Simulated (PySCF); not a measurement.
## Cl₂⁺: input and log

State: ²Πg (doublet), unpaired electrons π ↑.

An equivalent input (the run itself took its basis sets from the Basis Set Exchange, started from a PBE0 density and held the occupation σ 9α 9β, πx 4α 3β, πy 4α 4β):

```python
from pyscf import gto, scf, cc
mol = gto.M(atom='Cl 0 0 0; Cl 0 0 1.923', basis={'Cl': 'aug-pcseg-1'},
            charge=1, spin=1, verbose=4, symmetry='C2v')
mf = scf.UHF(mol)
mf.irrep_nelec = {'A1': (9, 9), 'B1': (4, 3), 'B2': (4, 4)}
mf.conv_tol = 1e-9
mf.max_cycle = 60
mf.diis_space = 10
mf.kernel()
mycc = cc.CCSD(mf, frozen=[[0, 1, 2, 3, 4, 5, 6, 7, 8, 9], [0, 1, 2, 3, 4, 5, 6, 7, 8, 9]])
mycc.run(conv_tol=1e-7, conv_tol_normt=1e-5, max_cycle=80, diis_space=8)
et = mycc.ccsd_t()
```

The SCF ended at -918.48168567 hartree. The coupled-cluster part of the log:

```
******** <class 'pyscf.cc.uccsd.UCCSD'> ********
CC2 = 0
CCSD nocc = (7, 6), nmo = (44, 44)
frozen orbitals [[0, 1, 2, 3, 4, 5, 6, 7, 8, 9], [0, 1, 2, 3, 4, 5, 6, 7, 8, 9]]
max_cycle = 80
direct = 0
conv_tol = 1e-07
conv_tol_normt = 1e-05
diis_space = 8
diis_start_cycle = 0
diis_start_energy_diff = 1e+09
Init t2, MP2 energy = -0.269348906223834
Init E_corr(UCCSD) = -0.269348906224619
cycle = 1  E_corr(UCCSD) = -0.285044612110626  dE = -0.0156957059  norm(t1,t2) = 0.0652714
cycle = 2  E_corr(UCCSD) = -0.292001919747538  dE = -0.00695730764  norm(t1,t2) = 0.0199265
cycle = 3  E_corr(UCCSD) = -0.293649474271218  dE = -0.00164755452  norm(t1,t2) = 0.00819728
cycle = 4  E_corr(UCCSD) = -0.294287028095008  dE = -0.000637553824  norm(t1,t2) = 0.00230988
cycle = 5  E_corr(UCCSD) = -0.294214401426583  dE = 7.26266684e-05  norm(t1,t2) = 0.000630634
cycle = 6  E_corr(UCCSD) = -0.294215026210216  dE = -6.24783633e-07  norm(t1,t2) = 0.000148568
cycle = 7  E_corr(UCCSD) = -0.294218272537408  dE = -3.24632719e-06  norm(t1,t2) = 4.83126e-05
cycle = 8  E_corr(UCCSD) = -0.294217933970091  dE = 3.38567317e-07  norm(t1,t2) = 1.52271e-05
cycle = 9  E_corr(UCCSD) = -0.294217891282594  dE = 4.26874963e-08  norm(t1,t2) = 4.21595e-06
UCCSD converged
E(UCCSD) = -918.7759035592451  E_corr = -0.2942178912825943
UCCSD(T) correction = -0.0102305314013781
```

T1 diagnostic 0.012, D1 0.035, 13 electrons correlated.

Repeating this along the bond gives Re = 1.957 Å and ωe = 592 cm⁻¹.

A point of this curve took 4.7 CPU seconds beside 0.11 for the integrals, on Arm Neoverse V1 (shared host).

Correlated steps freeze 10 core orbitals. The state is the lowest determinant that a PBE0 search found; another state may lie lower at other levels.
